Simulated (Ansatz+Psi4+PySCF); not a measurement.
singlet SiO: levels of theory in one basis

```csv
atom,x (Å),y (Å),z (Å)
Si,0.0000,0.0000,0.6730
O,0.0000,0.0000,-1.1778
```

Basis set: cc-pVTZ on O; cc-pV(T+d)Z on Si (spherical functions). Frozen core: 6 orbitals. Charge 0, multiplicity 1.

Computed with Ansatz (development build ahead of 0.2.0) and Psi4 1.11; each method stands on the lowest determinant of its kind that the runs found.

```json
{"method": "RHF", "E − E(RHF) (eV)": "0.00", "<S²> of the determinant": "0.00"}
{"method": "RHF-MP2", "E − E(RHF) (eV)": "-10.31", "<S²> of the determinant": "–"}
{"method": "RHF-CCSD", "E − E(RHF) (eV)": "-9.92", "<S²> of the determinant": "–"}
{"method": "RHF-CCSD(T)", "E − E(RHF) (eV)": "-10.71", "<S²> of the determinant": "–"}
```

Caution: stretched shape with no unrestricted run beside it, a lower state can exist; unrestricted orbitals would lower the determinant. Caution for RHF-MP2, RHF-CCSD, RHF-CCSD(T): large amplitudes, a single reference is doubtful.
